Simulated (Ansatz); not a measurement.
# SnBi3 (I4/mmm)

The calculation used DFT r2SCAN, scalar-relativistic, plane waves, PAW (Ansatz).

Settings: cutoff 500 eV, Γ-centred mesh 12×12×12 on the computed 4-atom cell, Gaussian smearing of 0.10 eV; no spin polarisation.

The structure is relaxed at this level of theory with its symmetry kept. Whether it is the stable form of this composition wasn't checked.

```yaml
crystal:
  lattice:
    - [-2.33197, 2.33197, 5.68353]
    - [2.33197, -2.33197, 5.68353]
    - [2.33197, 2.33197, -5.68353]
  atoms:
    - { symbol: Sn, position: [0.00000, 0.00000, 0.00000] }
    - { symbol: Bi, position: [0.50000, 0.50000, 0.00000] }
    - { symbol: Bi, position: [0.25000, 0.75000, 0.50000] }
    - { symbol: Bi, position: [0.75000, 0.25000, 0.50000] }
```

- Space group: I4/mmm (No. 139)
- Volume per atom: 30.91 Å³
- Formation energy from the elements' standard states (uncorrected): +0.271 eV/atom
- Generalised Kohn–Sham band gap: none (metal)
- Density of states at the Fermi level: 2.65 states/eV per cell
- Löwdin character within 0.5 eV of the Fermi level: Bi 6p 74 %, Sn 5p 16 %
- Bader charges (e): Sn (1 in the cell) 0.13, Bi (1 in the cell) -0.07, Bi (2 in the cell) -0.03

Spin-orbit coupling is left out, which matters for the bands of heavy elements.